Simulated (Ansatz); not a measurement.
We consider zinc-blende InSb, described by r²SCANh (PAW; Ansatz, a program for electronic structure).

Total energies, extrapolated to zero smearing (they compare only within this program, potentials and cutoff):

```json
[
 {"system": "zinc-blende InSb, relaxed", "energy (eV/atom)": "-6055.6808"},
 {"system": "body-centred tetragonal In", "energy (eV/atom)": "-5611.7173"},
 {"system": "rhombohedral A7 Sb", "energy (eV/atom)": "-6499.0807"}
]
```

**Question.** Work out the formation enthalpy per atom.

**Answer.** ΔH_f ≈ ΔE = -6055.6808 − [1 × (-5611.7173) + 1 × (-6499.0807)]/2 = -0.282 eV/atom (0 K, no vibrations). The reference value is -0.16 eV/atom (measured, 298 K, no zero-point or thermal correction; as tabulated in Zhang et al. (2018), doi:10.1038/s41524-018-0065-z), a difference of -0.122 eV/atom.

Spin–orbit coupling is left out; its size isn't shown.

The PAW data were made under PBE.
